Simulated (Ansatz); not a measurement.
in.yaml

```yaml
crystal:
  periodic: [false, false, false]
  atoms:
    - {symbol: C, position_ang: [0.000000, -0.500907, 0.000000]}
    - {symbol: F, position_ang: [0.000000, 0.158336, -1.130366]}
    - {symbol: F, position_ang: [0.000000, 0.158336, 1.130366]}
basis:
  gaussian: {orbitals: cc-pVDZ}
total_charge: 1
magnetization: {spin_polarized: false, initial_magnetization: 3}
hamiltonian: {xc: hf, pseudopotentials: {relativity: none}}
output: {orbitals: {seedname: orbitals}}
```

```sh
$ ansatz run in.yaml --threads 1 --pin off --events-out ev --progress --plain --max-ram 2393MiB
```

Output:

```
391 factors; integrals over basis functions are off by at most 8.5e-4 eV
mean field evaluation 1: about -6420.2447 eV, gradient 2.4e1 eV
mean field evaluation 2: about -6420.2501 eV, gradient 2.4e1 eV
mean field evaluation 4: about -6422.1629 eV, gradient 3.1e0 eV
mean field evaluation 8: about -6422.2074 eV, gradient 2.1e-1 eV
mean field evaluation 16: about -6422.2089 eV, gradient 3.1e-3 eV
mean field evaluation 32: about -6423.2658 eV, gradient 2.0e-5 eV
mean field evaluation 64: about -6422.9732 eV, gradient 4.6e0 eV
mean field evaluation 96: about -6422.1501 eV, gradient 5.8e-2 eV
mean field -6423.26580727 eV, -236.0506645712 hartree, gradient 5.6e-6 eV, S^2 3.750000; 4 other end points of the search recorded, 0 dependent functions left out
reference -6423.26580727 eV, -236.0506645712 hartree; 13, 10 occupied and 29, 32 virtual orbitals, 391 factors
Total energy: -6423.26580727 eV, -236.0506645712 hartree
```

Ran on 1 thread of Arm Neoverse V2, shared host: 0.42 s wall, 0.23 GiB peak host memory.
